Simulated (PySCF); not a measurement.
Species: C2H6O3S.
Structure used (GFN2-xTB), in Å, numbered top down from 1:
```
atom  x, y, z in Å
C1     1.9750    0.0615    0.1017
O2     0.6516    0.5451    0.2291
S3    -0.4460   -0.5085   -0.3305
C4    -1.9065    0.4698    0.0223
O5    -0.4137   -1.6872    0.4768
O6    -0.2648   -0.6661   -1.7391
H7     2.0824   -0.8696    0.6624
H8     2.6353    0.8271    0.5049
H9     2.2010   -0.1218   -0.9511
H10   -2.7772   -0.0880   -0.2963
H11   -1.8124    1.3937   -0.5299
H12   -1.9236    0.6434    1.0885
```

The calculation used TDDFT B3LYP/def2-SVPD, vertical, gas phase, core orbitals frozen in the response in PySCF 2.14.0, density-fitted response routines.

Each state is given a Gaussian of 0.25 eV full width at half maximum, with ε(max) = 2.175×10⁸ f / Δν̃ (Δν̃ the width in cm⁻¹). The width is an assumption, not a result. The curve ends short of the highest state used, and states not computed would add to its high-energy end.

E (eV), ε (L mol⁻¹ cm⁻¹) and a bar:
```
     7.04          1 
     7.07          2 
     7.09          3 
     7.12          7 
     7.14         12 
     7.17         24 
     7.19         36 #
     7.22         63 #
     7.24         88 ##
     7.26        118 ##
     7.29        173 ###
     7.31        213 ####
     7.34        272 #####
     7.36        306 ######
     7.39        342 #######
     7.41        353 #######
     7.44        346 #######
     7.46        326 ######
     7.49        280 ######
     7.51        242 #####
     7.54        182 ####
     7.56        145 ###
     7.59        100 ##
     7.61         79 ##
     7.64         65 #
     7.66         70 #
     7.69        103 ##
     7.71        146 ###
     7.74        250 #####
     7.76        349 #######
     7.78        472 #########
     7.81        698 ##############
     7.83        867 #################
     7.86       1125 ######################
     7.88       1280 #########################
     7.91       1455 #############################
     7.93       1518 ##############################
     7.96       1521 ##############################
     7.98       1466 #############################
     8.01       1328 ##########################
     8.03       1225 ########################
     8.06       1112 ######################
     8.08       1100 ######################
     8.11       1242 ########################
```

Q: Locate the maxima and give the states behind the curve.

A: 167 nm (7.42 eV), ε about 350, made up of S1 (100%); 156 nm (7.95 eV), ε about 1500, made up of S2 (99%) (ε in L mol⁻¹ cm⁻¹; maxima over ε = 5, shares over 10%). At its high-energy end, 8.11 eV, the curve is still rising (ε about 1200, from S2, S3 and S5). The states used: S1 7.42 eV (f 0.0033); S2 7.94 eV (f 0.014); S3 8.25 eV (f 0.0046); S4 8.29 eV (f 0.0018); S5 8.35 eV (f 0.066); S6 8.44 eV (f 0.0025); S7 8.64 eV (f 0.0006); S8 8.71 eV (f 0.0024).

Q: What would ε be at 7.95 eV, the highest of these maxima, with half the width (0.125 eV)?

A: About 3010 L mol⁻¹ cm⁻¹ against 1530, a factor of about 1.96; a lone state at its own centre would give exactly 2.

Q: Coming from long wavelengths, where does ε first pass 100 L mol⁻¹ cm⁻¹?

A: At about 171 nm (7.25 eV), 0.17 eV below S1.

Q: Does any computed singlet lie in the visible range?

A: No computed singlet lies in the visible range (380 to 750 nm); the lowest, at 167 nm, stands 4.15 eV above its violet end (3.26 eV).

Hardware: Arm Neoverse V1, one thread, no GPU (shared host). Cost: 25 s.

One conformer stands for the species.
